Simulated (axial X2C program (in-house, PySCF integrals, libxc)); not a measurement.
**Outer orbitals of BCl⁺ at 1.603 Å, PBE0**

All values were computed with an in-house all-electron X2C program for linear molecules (integrals from PySCF). Spin-free means the one-electron spin-free X2C Hamiltonian; two-component (2c) means X2C with spin–orbit coupling and atomic mean-field two-electron Coulomb and Gaunt terms, so the difference of the two also holds small scalar two-electron terms. Basis: Cl dyall-av3z [9s8p3d2f], B dyall-v3z [7s6p2d1f] (cores contracted in-house); Gaussian nuclei, density fitting, unrestricted open shells. Masses: Cl 34.969 u, B 11.009 u.

The distance is close to the 2c PBE0 minimum; the highest filled and lowest empty levels are listed.

Spin-free orbitals, state M_S = 1/2, Λ = 0 (beyond evenly filled blocks: σα) (Löwdin shares):

```
symmetry  occupied  ε (eV)             atomic character
      σα       yes  -33.33   64% Cl s, 16% B p, 11% B s
      σβ       yes  -33.21   64% Cl s, 16% B p, 10% B s
      σα       yes  -22.58  63% Cl p, 20% B s, 11% Cl s
      σβ       yes  -22.15  66% Cl p, 14% B s, 11% Cl s
     π-α       yes  -18.88    75% Cl p, 18% B p, 5% B d
     π+α       yes  -18.88    75% Cl p, 18% B p, 5% B d
     π-β       yes  -18.85    78% Cl p, 14% B p, 6% B d
     π+β       yes  -18.85    78% Cl p, 14% B p, 6% B d
      σα       yes  -17.54   46% B p, 34% B s, 12% Cl p
      σβ        no  -11.68   42% B s, 33% B p, 10% Cl p
     π-α        no  -10.15  62% B p, 16% Cl d, 14% Cl p
     π+α        no  -10.15  62% B p, 16% Cl d, 14% Cl p
     π-β        no   -8.87  63% B p, 20% Cl d, 11% Cl p
     π+β        no   -8.87  63% B p, 20% Cl d, 11% Cl p
```

Spinors with spin–orbit coupling (state Ω = 1/2):

```json
{"ω": "1/2", "occupied": "yes", "ε (eV)": "-33.33", "atomic character": "64% Cl s, 16% B p, 11% B s", "λ mixture": "100% σ"}
{"ω": "-1/2", "occupied": "yes", "ε (eV)": "-33.21", "atomic character": "64% Cl s, 16% B p, 10% B s", "λ mixture": "100% σ"}
{"ω": "1/2", "occupied": "yes", "ε (eV)": "-22.58", "atomic character": "63% Cl p, 20% B s, 11% Cl s", "λ mixture": "100% σ"}
{"ω": "-1/2", "occupied": "yes", "ε (eV)": "-22.15", "atomic character": "66% Cl p, 14% B s, 10% Cl s", "λ mixture": "100% σ"}
{"ω": "-1/2", "occupied": "yes", "ε (eV)": "-18.91", "atomic character": "75% Cl p, 18% B p, 5% B d", "λ mixture": "100% π"}
{"ω": "1/2", "occupied": "yes", "ε (eV)": "-18.88", "atomic character": "78% Cl p, 14% B p, 6% B d", "λ mixture": "100% π"}
{"ω": "3/2", "occupied": "yes", "ε (eV)": "-18.84", "atomic character": "75% Cl p, 18% B p, 5% B d", "λ mixture": "100% π"}
{"ω": "-3/2", "occupied": "yes", "ε (eV)": "-18.81", "atomic character": "78% Cl p, 14% B p, 6% B d", "λ mixture": "100% π"}
{"ω": "1/2", "occupied": "yes", "ε (eV)": "-17.54", "atomic character": "46% B p, 34% B s, 12% Cl p", "λ mixture": "100% σ"}
{"ω": "-1/2", "occupied": "no", "ε (eV)": "-11.67", "atomic character": "42% B s, 33% B p, 10% Cl p", "λ mixture": "100% σ"}
{"ω": "-1/2", "occupied": "no", "ε (eV)": "-10.15", "atomic character": "63% B p, 16% Cl d, 14% Cl p", "λ mixture": "100% π"}
{"ω": "3/2", "occupied": "no", "ε (eV)": "-10.14", "atomic character": "62% B p, 16% Cl d, 14% Cl p", "λ mixture": "100% π"}
{"ω": "1/2", "occupied": "no", "ε (eV)": "-8.88", "atomic character": "63% B p, 20% Cl d, 11% Cl p", "λ mixture": "100% π"}
```

Mulliken charges and populations of the two-component result (they depend on the basis, above all on diffuse functions):

Cl 0.52 e (s 5.84 p 10.59 d 0.05 f 0.01), B 0.48 e (s 3.20 p 1.20 d 0.10 f 0.01). ⟨Lz⟩ = 0.00 ħ and ⟨Sz⟩ = 0.50 ħ (-0.01 and 0.51 on the two atoms), which add up to Ω.

Occupations by symmetry block were frozen at the best pattern of an incomplete PBE0 search. Density functionals use the spin component along the axis (collinear).
